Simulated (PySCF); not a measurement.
B(CH3)3, optimised at HF/6-31G*:

```xyz
13

C     -0.3186     1.5529     0.0076
B     -0.0100    -0.0035     0.0755
C      1.4764    -0.5084     0.3161
C     -1.1878    -1.0548    -0.0972
H      0.2538     2.0092    -0.8010
H      0.0236     2.0449     0.9185
H     -1.3647     1.8051    -0.1389
H      2.2202     0.2797     0.3886
H      1.7797    -1.1889    -0.4797
H      1.5208    -1.0967     1.2336
H     -1.6714    -0.9139    -1.0647
H     -0.8857    -2.0953    -0.0224
H     -1.9658    -0.8742     0.6449
```

Energies from PySCF, thermal terms from the rigid-rotor harmonic-oscillator model, ideal gas at 1 bar. 6-31G* has spherical d functions here. All species are closed-shell singlets. B3LYP is the form with VWN-RPA correlation.

List the harmonic frequencies (cm⁻¹, unscaled, methyl torsions left out) at this level and at the other levels, each on its own geometry.


- HF/6-31G*: 319, 319, 376, 687, 764, 765, 898, 928, 929, 1096, 1256, 1256, 1485, 1491, 1491, 1607, 1607, 1609, 1616, 1616, 1622, 3162, 3162, 3166, 3206, 3207, 3208, 3246, 3250, 3250
- B3LYP/6-31G*: 304, 304, 357, 666, 698, 700, 833, 870, 870, 1015, 1186, 1186, 1362, 1369, 1369, 1496, 1496, 1497, 1499, 1502, 1507, 3013, 3014, 3017, 3061, 3061, 3063, 3104, 3106, 3107
- PBE/def2-SVP: 310, 311, 345, 596, 611, 697, 785, 833, 843, 934, 1135, 1136, 1247, 1270, 1275, 1363, 1366, 1374, 1390, 1397, 1406, 2940, 2942, 2946, 3020, 3021, 3023, 3065, 3066, 3068
- PBE0/def2-TZVP: 305, 307, 351, 638, 662, 707, 821, 865, 872, 982, 1179, 1181, 1311, 1324, 1326, 1439, 1440, 1447, 1456, 1464, 1470, 3014, 3017, 3021, 3081, 3083, 3085, 3123, 3126, 3126
